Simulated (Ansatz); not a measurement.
How far a parabola holds: energy against volume of bcc W

Results of revPBE (Ansatz, a program for electronic structure, plane waves, PAW) for bcc W. Numerical settings: plane-wave cutoff 520 eV, 24×24×24 k mesh, Fermi–Dirac smearing 0.05 eV, no spin polarisation, scalar-relativistic PAW data made under PBE. The cell has no free parameter but its volume, all volumes share cutoff and mesh, and the runs aren't spin-polarised. Energies are free energies at the run's smearing, counted from the lowest row; static lattice.

```csv
V (Å³/atom),E (meV/atom)
15.300,?
15.625,25.87
15.951,6.26
16.276,0.00
16.602,5.79
16.927,22.44
```

### Question
Fit E against V with a parabola, and predict the withheld value at V = 15.300.

### Answer
With u = V - 16.3, the rows have u = -0.6750, -0.3490, -0.0240, 0.3020, 0.6270. Least squares gives E = -0.031 + 0.4734·u + 57.0151·u². Residuals (row less fit): 0.243, -0.488, 0.010, 0.478, -0.240; standard error 0.540 (degrees of freedom: 2). The fitted curve has its minimum at V = 16.3, where E = -0.03. Its curvature is d²E/dV² = 2 × 57.0151 meV/Å⁶, so B = V0·d²E/dV² × 0.1602 = 298 GPa. At the withheld row, u = -1.0000, so E = -0.031 + 0.4734 × (-1.0000) + 57.0151 × (-1.0000)² = 56.511 meV/atom. The calculation gives 60.25 meV/atom, 3.739 meV/atom above the prediction (6.2 % of the range of E in the table). The row lies outside the fitted rows, so this is an extrapolation. From the scatter of the fitted rows alone, a prediction at this place has a standard error of 1.277 meV/atom, so the miss is 2.9 times that.

The residuals are curvature that a parabola lacks, not noise. A solid that stiffens under compression and softens on expansion lies above the parabola at the compressed end and under it at the expanded end, as this row does. A third-order Birch-Murnaghan fit to the whole scan has B0 = 296 GPa. Only scans are tabulated whose curvature falls smoothly with volume, and where the parabola meets the shown rows within 5 % of their range and misses the end by 0.1 meV or more.

Measured, for comparison: bulk modulus 312 GPa (zero-point energy and finite temperature contributions removed, sources range from 300 to 328; as tabulated in doi:10.1021/acs.jctc.3c00612). Computed less measured: bulk modulus -5 % (-1.3 % to -10 % over the range).

Spin–orbit coupling is not included.
